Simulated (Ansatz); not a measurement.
# CHBSi (triplet): from Hartree-Fock to the top rungs, def2-TZVPP

The task here is to estimate one member of a computed series from the others.

Program: Ansatz 0.2.0, Gaussian basis. Level of theory: def2-TZVPP, core rule «outside noble gas», up to 7 orbitals frozen. These are calculated values, not measurements.

To be run: UHF; ROHF; CCSD(T) on UHF.

2 further runs of the same task are left out: 2 set aside as unsound or not needed.

## What is computed

The geometry is a PBE0/def2-TZVP stationary point (not a proven minimum).

4 atoms, charge 0, spin multiplicity 3.

Atoms are counted from 1 here; the program's logs count them from 0.

Bond lengths: B1–Si2 1.833 Å, B1–H4 1.178 Å, Si2–C3 1.800 Å. Angles: Si2–B1–H4 180.0°, B1–Si2–C3 180.0°.

The first run:

The input, in.yaml:

```yaml
crystal:
  periodic: [false, false, false]
  atoms:
    - {symbol: B, position_ang: [0.000000, 0.000000, 1.071900]}
    - {symbol: Si, position_ang: [0.000000, 0.000000, -0.760700]}
    - {symbol: C, position_ang: [0.000000, 0.000000, -2.560900]}
    - {symbol: H, position_ang: [0.000000, 0.000000, 2.249700]}
basis:
  gaussian: {orbitals: def2-TZVPP}
magnetization: {spin_polarized: true, initial_magnetization: 2}
hamiltonian: {xc: hf}
output: {orbitals: {seedname: orbitals}}
```

Started as:

```sh
ansatz run in.yaml --threads 1 --pin off --events-out ev --progress --plain --max-ram 4096MiB --backend cpu
```

Among the steps run: UHF; ROHF; CCSD(T) on UHF.

One table of the session follows, with a row left open; its other results are not shown here.

It belongs to the step «Misses and costs». 

```
  method  from UCCSD(T) (meV)
    ROHF                    ?
    UMP2              +1934.0
   UCCSD               +613.0
UCCSD(T)                    0
```

**Question.** Estimate the row for ROHF.

The run gave: from UCCSD(T) (meV): +9980.4. In the column «from UCCSD(T) (meV)» it is the highest.

Left out of the table: UHF (another determinant or state than the rows shown).

The program flags UCCSD(T) as in doubt (see the logs), so the zero of the table is itself unsure.

To keep in mind: The determinant is far from a pure spin state, so its energy mixes those of several spin states (harmless only where they are near-degenerate, as at dissociation). The program flags UCCSD(T) as in doubt, so the zero of the table is itself unsure. Warnings: spin contamination; coupled cluster took another determinant than the lowest.
